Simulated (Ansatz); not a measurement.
# C₃H+: geometry and frequencies at several levels

The task here is to estimate one member of a computed series from the others.

Computed with Ansatz 0.2.0 (the levels named in each step, unless a step's input says otherwise).

**The system as given**

Bond lengths: C1–C2 1.307 Å, C2–C3 1.247 Å, C3–H4 1.086 Å. Angles: C1–C2–C3 180.0°, C2–C3–H4 180.0°.

Structure file:

```xyz
4

C     0.0000    0.0000   -1.8752
C     0.0000    0.0000   -0.5684
C     0.0000    0.0000    0.6786
H     0.0000    0.0000    1.7650
```

The first run:

input.yaml reads:

```yaml
crystal:
  periodic: [false, false, false]
  atoms:
    - { symbol: C, position_ang: [0.0, 0.0, -1.88931206] }
    - { symbol: C, position_ang: [0.0, 0.0, -0.54990612] }
    - { symbol: C, position_ang: [0.0, 0.0, 0.67836808] }
    - { symbol: H, position_ang: [0.0, 0.0, 1.76086008] }
total_charge: 1
basis:
  gaussian: { orbitals: def2-TZVPP }
hamiltonian:
  xc: pbe0
  dispersion: d4
phonons: {}
```

Run with:

```
$ ansatz run input.yaml --threads 2 --pin off --max-ram 5120MiB --backend cpu --events-out ev --progress --plain --runs-dir out
```

Steps of the session up to this table: Frequencies, PBE0-D4/def2-TZVPP; Relaxation, PBE-D4/def2-TZVPP; Frequencies, PBE-D4/def2-TZVPP; Relaxation, r2SCAN-D4/def2-TZVPP; Frequencies, r2SCAN-D4/def2-TZVPP; Relaxation, B3LYP-D4/def2-TZVPP; Frequencies, B3LYP-D4/def2-TZVPP; Relaxation, B2PLYP/def2-TZVPP; Frequencies, B2PLYP/def2-TZVPP.

One table of the session follows, with a row left open; its other results are not shown here.

| level | C1–C2 (Å) | C2–C3 (Å) | rotational constants (MHz) | highest frequency (cm⁻¹) |
| --- | --- | --- | --- | --- |
| PBE0-D4/def2-TZVPP | 1.3394 | 1.2283 | 11234 | 3316 |
| PBE-D4/def2-TZVPP | 1.3509 | 1.2422 | 11019 | 3233 |
| r2SCAN-D4/def2-TZVPP | ? | ? | ? | ? |
| B3LYP-D4/def2-TZVPP | 1.3377 | 1.2284 | 11249 | 3307 |
| B2PLYP/def2-TZVPP | 1.3384 | 1.2377 | 11168 | 3315 |

Q: Estimate the row for r2SCAN-D4/def2-TZVPP from the others.

**Answer.** C1–C2 (Å): 1.3420; C2–C3 (Å): 1.2327; rotational constants (MHz): 11177; highest frequency (cm⁻¹): 3305. In the column «C1–C2 (Å)» it lies between PBE0-D4/def2-TZVPP (1.3394) and PBE-D4/def2-TZVPP (1.3509).
